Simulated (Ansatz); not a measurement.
Molecule: SiCl₃ (charge 0, doublet). It need not be the lowest isomer of its formula. 
Structure (B3LYP-D3(BJ)/def2-TZVP (Ansatz, a first-principles code) minimum search):
```
Si
Cl 1 2.0584
Cl 1 2.0584 2 109.38
Cl 1 2.0584 2 109.38 3 -119.78
```
Charge 0, spin multiplicity 2.

Question: Give the harmonic wavenumbers at B3LYP-D3(BJ)/def2-TZVP (Ansatz, finite differences of forces, unscaled).

Answer: 161, 161, 234, 456, 565, 565 cm⁻¹. Zero-point energy 3.1 kcal/mol.

Question: From these and the geometry, give the ideal-gas thermochemistry at 298.15 K and 1 atm (rigid rotor, harmonic oscillator).

Answer: Point group C3v, rotational symmetry number 3. Rotational constants 2.4, 2.4, 1.263 GHz. S(trans) 40.60, S(rot) 26.00, S(vib) 8.73, S(elec, spin only) 1.38, S 76.7 cal/(mol K). H(298) - H(0) 3.86 kcal/mol; G - E(el) -15.9 kcal/mol.
